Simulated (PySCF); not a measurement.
CS.
Z-matrix (Å and degrees, PBE0/def2-TZVP geometry), rows numbered from 1:
```
C 
S   1  1.5293
```

Computed, not measured: PBE0/def2-TZVP geometry optimisation, gas phase (PySCF 2.14.0).

Take the most abundant isotopes and a rigid rotor. 

Q: What are the moment of inertia and the rotational constant?

A: I = 20.405 u·Å², B = 505379 MHz·u·Å²/I = 24768 MHz (0.8262 cm⁻¹, or 1.189 K as hB/k). For two atoms I = μr² with μ = 8.7252 u and r = 1.5293 Å.

Q: List the first levels of a rigid rotor in a Σ state.

A: E(J) = BJ(J+1): J = 1: 1.652, J = 2: 4.957, J = 3: 9.914, J = 4: 16.523, J = 5: 24.785, J = 6: 34.699 cm⁻¹.

Q: Where do the first rotational lines fall?

A: The dipole is 1.93 D; J+1 ← J lies at 2B(J+1): 1 ← 0 at 49.54 GHz, 2 ← 1 at 99.07 GHz, 3 ← 2 at 148.61 GHz, 4 ← 3 at 198.14 GHz, 5 ← 4 at 247.68 GHz, 6 ← 5 at 297.21 GHz.

Not checked by PBE0/def2-TZVP frequencies. No vibrational averaging or centrifugal distortion is included, and the geometry carries the error of its method.
